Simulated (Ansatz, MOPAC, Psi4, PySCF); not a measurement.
System: SiH$_{3}$ (charge 0, doublet). SMILES: [SiH3]
Coordinates optimised at B3LYP-D3(BJ)/def2-TZVP (Ansatz, a program for electronic structure):
```
Si
H 1 1.4828
H 1 1.4828 2 111.02
H 1 1.4828 2 111.02 3 124.02
```
Charge 0, spin multiplicity 2.

Quantity: vertical ionisation energy to the singlet, in eV. Set-up: PM7 with its own dispersion and hydrogen-bond terms; non-relativistic; no dispersion term unless named; UHF or UKS for open shells; six Cartesian d functions in 6-31G* and its kin unless marked 5d; 6-311+G** with 5d, 6d on Na to Ar in Ansatz; each state is the SCF solution reached for its charge and spin; frozen cores in correlated levels; no spin-orbit coupling. Basis-set limits of correlation are two-point, X^-3; Hartree-Fock from the larger set. Ab initio and DFT rows: single points at B3LYP-D3(BJ) geometries (Ansatz). Semi-empirical rows: differences of heats of formation at the shared geometry for vertical values.

Measured values: CCCBDB table in ASE; they hold spin-orbit and core effects. 

Value to compare with, the measured value: 8.74 eV.

| level | program | vertical ionisation energy to the singlet (eV) | error |
|---|---|---|---|
| AM1 | MOPAC | 9.10 | 0.36 |
| PM7 | MOPAC | 8.77 | 0.03 |
| MNDO | MOPAC | 7.52 | -1.22 |
| HF/6-31G* | Ansatz | 8.43 | -0.31 |
| HF/6-311+G** | Ansatz | 8.43 | -0.31 |
| PBE/6-31G* | Ansatz | 8.89 | 0.15 |
| PBE/6-311+G** | Ansatz | 8.91 | 0.17 |
| B3LYP/STO-3G | Ansatz | 6.75 | -1.99 |
| B3LYP/6-311+G** | Ansatz | 8.91 | 0.17 |
| M06-2X/6-31G* (5d) | PySCF | 8.85 | 0.11 |
| wB97X-D/6-31G* | Psi4 | 8.83 | 0.09 |
| MP2/6-31G* | Ansatz | 8.51 | -0.23 |
| MP2/6-311+G** | Ansatz | 8.61 | -0.13 |
| B3LYP/def2-TZVPD | Ansatz | 8.91 | 0.17 |
| PBE0/def2-TZVPD | Ansatz | 8.96 | 0.22 |
| wB97X-V/def2-TZVPD | Ansatz | 8.78 | 0.04 |
| CCSD(T)/CBS(def2-TZVPPD,def2-QZVPPD) | Ansatz | 8.84 | 0.10 |

Among the 13 habitual levels, B3LYP/STO-3G lies farthest from the measured value (-1.99 eV) and PM7 nearest (0.03); 7 of 13 lie above it, and their mean absolute error is 0.41 eV, the median 0.17. One case shows no general order.

The levels are drawn from those run, B3LYP/6-31G* more often than the rest, none by its result; runs whose electronic state is in doubt are left out.
